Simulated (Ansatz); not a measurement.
Results of PBEsol (Ansatz, a first-principles code, plane waves, PAW) for bcc Mo.

Run with plane-wave cutoff 500 eV, 22×22×1 k mesh (along the axes of the cell as run), Fermi–Dirac smearing 0.1 eV, scalar-relativistic PAW data made under PBE.

Estimate the surface energy of the (110) face and work function of the (110) face that the calculation returns.


surface energy of the (110) face: 3.13 J/m²
work function of the (110) face: 4.67 eV

The slab of 6 atoms is relaxed and unreconstructed.

The computed numbers hold no vibrational or temperature effects.
